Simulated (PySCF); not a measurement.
**CH₈Si₂: electronic structure in real space**

For CH₈Si₂, the scripts below analyse its density (charges, bond critical points, surface potential), see where an electron leaves and enters and measure its response to a uniform field.

Program: PySCF 2.14.0. Level of theory: levels as typed in each script, gas phase, geometry from GFN2-xTB. These are calculated values, not measurements.

**1. Where the work starts**

11 atoms, charge 0, spin multiplicity 1.

Bond lengths: Si1–C2 1.898 Å, Si1–H4 1.467 Å, Si1–H5 1.464 Å, Si1–H6 1.464 Å, C2–Si3 1.898 Å, C2–H7 1.091 Å, C2–H8 1.091 Å, Si3–H9 1.467 Å, Si3–H10 1.464 Å, Si3–H11 1.464 Å. Angles: C2–Si1–H4 109.6°, C2–Si1–H5 109.9°, C2–Si1–H6 109.9°, H4–Si1–H5 109.0°, H4–Si1–H6 108.8°, H5–Si1–H6 109.6°, Si1–C2–Si3 115.6°, Si1–C2–H7 108.7°, Si1–C2–H8 108.7°, Si3–C2–H7 108.7°, Si3–C2–H8 108.7°, H7–C2–H8 105.9°, C2–Si3–H9 109.6°, C2–Si3–H10 109.9°, C2–Si3–H11 109.9°, H9–Si3–H10 109.0°, H9–Si3–H11 108.8°, H10–Si3–H11 109.6°.

As a file:

| atom | x (Å) | y (Å) | z (Å) |
| --- | --- | --- | --- |
| Si1 | -1.60622 | 0.18705 | 0.00026 |
| C2 | 0.00000 | -0.82498 | 0.00002 |
| Si3 | 1.60621 | 0.18705 | -0.00027 |
| H4 | -2.75914 | -0.72042 | -0.00232 |
| H5 | -1.66429 | 1.02937 | 1.19684 |
| H6 | -1.66468 | 1.02948 | -1.19622 |
| H7 | 0.00012 | -1.48224 | 0.87054 |
| H8 | -0.00012 | -1.48217 | -0.87068 |
| H9 | 2.75913 | -0.72042 | 0.00224 |
| H10 | 1.66429 | 1.02947 | -1.19677 |
| H11 | 1.66469 | 1.02937 | 1.19629 |

**2. Density, bond paths and surface potential (B3LYP/def2-svpd)**

File input.py:

```python
import numpy as np
from pyscf import gto, scf, dft
from pyscf.scf import atom_ks, atom_hf
from scipy.linalg import block_diag

def solve(mol, dm0=None, hcore=None):
    mf = (dft.UKS if mol.spin else dft.RKS)(mol, xc='b3lyp')
    mf.grids.level = 3
    mf = mf.density_fit(auxbasis='def2-universal-jkfit')
    mf.conv_tol, mf.max_cycle = 1e-8, 80
    if hcore is not None:
        mf.get_hcore = lambda *args: hcore
    mf.kernel(dm0)
    if not mf.converged:
        mf = mf.newton().run(mf.mo_coeff, mf.mo_occ, max_cycle=30)
    assert mf.converged, 'SCF not converged'
    return mf

mol = gto.M(atom='''
Si    -1.60622     0.18705     0.00026
C      0.00000    -0.82498     0.00002
Si     1.60621     0.18705    -0.00027
H     -2.75914    -0.72042    -0.00232
H     -1.66429     1.02937     1.19684
H     -1.66468     1.02948    -1.19622
H      0.00012    -1.48224     0.87054
H     -0.00012    -1.48217    -0.87068
H      2.75913    -0.72042     0.00224
H      1.66429     1.02947    -1.19677
H      1.66469     1.02937     1.19629
''', basis='def2-svpd', charge=0, spin=0, verbose=4)
mf = solve(mol)
mf.analyze()
# spherically averaged free atoms, for the promolecule
atm = atom_ks.get_atm_nrks(mol, xc='b3lyp')
pro = block_diag(*[(atm[a[0]][2] * atm[a[0]][3]) @ atm[a[0]][2].T for a in mol._atom])
np.savez('result.npz', e=mf.e_tot, c=mf.mo_coeff, occ=mf.mo_occ, eps=mf.mo_energy, pro=pro, dip=mf.dip_moment(verbose=0), s2=mf.spin_square()[0])
```

Run with:

```
OMP_NUM_THREADS=1 python input.py
```

**4. Removing and adding an electron (B3LYP/def2-svpd)**

File input.py:

```python
import numpy as np
from pyscf import gto, scf, dft
from pyscf.scf import atom_ks, atom_hf
from scipy.linalg import block_diag

def solve(mol, dm0=None, hcore=None):
    mf = (dft.UKS if mol.spin else dft.RKS)(mol, xc='b3lyp')
    mf.grids.level = 3
    mf = mf.density_fit(auxbasis='def2-universal-jkfit')
    mf.conv_tol, mf.max_cycle = 1e-8, 80
    if hcore is not None:
        mf.get_hcore = lambda *args: hcore
    mf.kernel(dm0)
    if not mf.converged:
        mf = mf.newton().run(mf.mo_coeff, mf.mo_occ, max_cycle=30)
    assert mf.converged, 'SCF not converged'
    return mf

mol = gto.M(atom='''
Si    -1.60622     0.18705     0.00026
C      0.00000    -0.82498     0.00002
Si     1.60621     0.18705    -0.00027
H     -2.75914    -0.72042    -0.00232
H     -1.66429     1.02937     1.19684
H     -1.66468     1.02948    -1.19622
H      0.00012    -1.48224     0.87054
H     -0.00012    -1.48217    -0.87068
H      2.75913    -0.72042     0.00224
H      1.66429     1.02947    -1.19677
H      1.66469     1.02937     1.19629
''', basis='def2-svpd', charge=0, spin=0, verbose=4)
mf = solve(mol)
out = dict(e0=mf.e_tot, dm0=mf.make_rdm1(), c=mf.mo_coeff, occ=mf.mo_occ, eps=mf.mo_energy)
for name, dq, spin in [('cation', 1, 1)]:
    ion = mol.copy().set(charge=mol.charge + dq, spin=spin).build()
    mi = solve(ion)
    if spin and dq > 0 and mol.nao < 130:
        c, _, stable, _ = mi.stability(return_status=True)
        if not stable:
            mi = solve(ion, mi.make_rdm1(c, mi.mo_occ))
    print(name, 'vertical energy change / eV', (mi.e_tot - mf.e_tot) * 27.211386)
    out.update({'e_' + name: mi.e_tot, 'dm_' + name: mi.make_rdm1(), 's2_' + name: mi.spin_square()[0], 'eps_' + name: mi.mo_energy, 'occ_' + name: mi.mo_occ})
# spherically averaged free atoms, for the promolecule
atm = atom_ks.get_atm_nrks(mol, xc='b3lyp')
pro = block_diag(*[(atm[a[0]][2] * atm[a[0]][3]) @ atm[a[0]][2].T for a in mol._atom])
np.savez('result.npz', pro=pro, **out)
```

**6. Response to an electric field (B3LYP/def2-svpd)**

File input.py:

```python
import numpy as np
from pyscf import gto, scf, dft
from pyscf.scf import atom_ks, atom_hf
from scipy.linalg import block_diag

def solve(mol, dm0=None, hcore=None):
    mf = (dft.UKS if mol.spin else dft.RKS)(mol, xc='b3lyp')
    mf.grids.level = 3
    mf = mf.density_fit(auxbasis='def2-universal-jkfit')
    mf.conv_tol, mf.max_cycle = 1e-8, 80
    if hcore is not None:
        mf.get_hcore = lambda *args: hcore
    mf.kernel(dm0)
    if not mf.converged:
        mf = mf.newton().run(mf.mo_coeff, mf.mo_occ, max_cycle=30)
    assert mf.converged, 'SCF not converged'
    return mf

mol = gto.M(atom='''
Si    -1.60622     0.18705     0.00026
C      0.00000    -0.82498     0.00002
Si     1.60621     0.18705    -0.00027
H     -2.75914    -0.72042    -0.00232
H     -1.66429     1.02937     1.19684
H     -1.66468     1.02948    -1.19622
H      0.00012    -1.48224     0.87054
H     -0.00012    -1.48217    -0.87068
H      2.75913    -0.72042     0.00224
H      1.66429     1.02947    -1.19677
H      1.66469     1.02937     1.19629
''', basis='def2-svpd', charge=0, spin=0, verbose=4)
field = np.array([0.004, 0.0, 0.0])  # atomic units
mol.set_common_orig(mol.atom_charges() @ mol.atom_coords() / mol.atom_charges().sum())
mf = solve(mol)
out = dict(dm0=mf.make_rdm1(), d0=mf.dip_moment(unit='AU'), e0=mf.e_tot)
for name, sign in (('p', 1), ('m', -1)):
    h = mf.get_hcore() + sign * np.einsum('x,xij->ij', field, mol.intor('int1e_r'))
    mi = solve(mol, mf.make_rdm1(), h)
    out.update({'dm' + name: mi.make_rdm1(), 'd' + name: mi.dip_moment(unit='AU'), 'e' + name: mi.e_tot})
# spherically averaged free atoms, for the promolecule
atm = atom_ks.get_atm_nrks(mol, xc='b3lyp')
pro = block_diag(*[(atm[a[0]][2] * atm[a[0]][3]) @ atm[a[0]][2].T for a in mol._atom])
np.savez('result.npz', pro=pro, **out)
```

(Steps that only read results are left out.)

**Question.** What will these runs give? Wanted: dipole moment; HOMO, LUMO; vertical ionisation energy; polarisability along the field.

The runs gave:

```
                                        quantity            value
                 dipole moment (B3LYP/def2-svpd)           0.65 D
                    HOMO, LUMO (B3LYP/def2-svpd)  -8.48, -0.06 eV
    vertical ionisation energy (B3LYP/def2-svpd)         10.67 eV
polarisability along the field (B3LYP/def2-svpd)       81.7 bohr³
```

In words: At B3LYP/def2-svpd: The highest Hirshfeld charge is on Si1 and Si3 (+0.33 e), the lowest on C2 (−0.23 e). The ionisation energy from two SCF runs, 10.67 eV, lies 2.2 eV above −ε(HOMO) = 8.48 eV of the same level, B3LYP/def2-svpd, since self-interaction lifts this functional's HOMO. All values hold at the given geometry, in the gas phase.
